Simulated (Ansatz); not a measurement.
A structure relaxed at r2SCAN-D4/def2-TZVP in Ansatz, charge 0, singlet:

Cartesian coordinates in Å:
```
Si -0.0790 0.0218 -0.6091
S 1.5186 -1.0531 0.3147
H 0.7077 -1.8117 1.0738
S -1.3787 1.0147 0.7641
H -0.3944 1.7253 1.3431
H -0.9952 -0.8569 -1.3711
H 0.6210 0.9600 -1.5157
```

Task: Give its formula, name or SMILES and point group.

Result: Si(SH)2H2 (SiH₄S₂). Point group C2 (tolerance 0.1 Å).

Task: Summarise the bond lengths by kind (pairs closer than 1.2 times the sum of covalent radii, bridged metal pairs left out).

Result: 2 × S–Si 2.14 Å; 2 × H–S 1.35 Å; 2 × H–Si 1.48 Å.
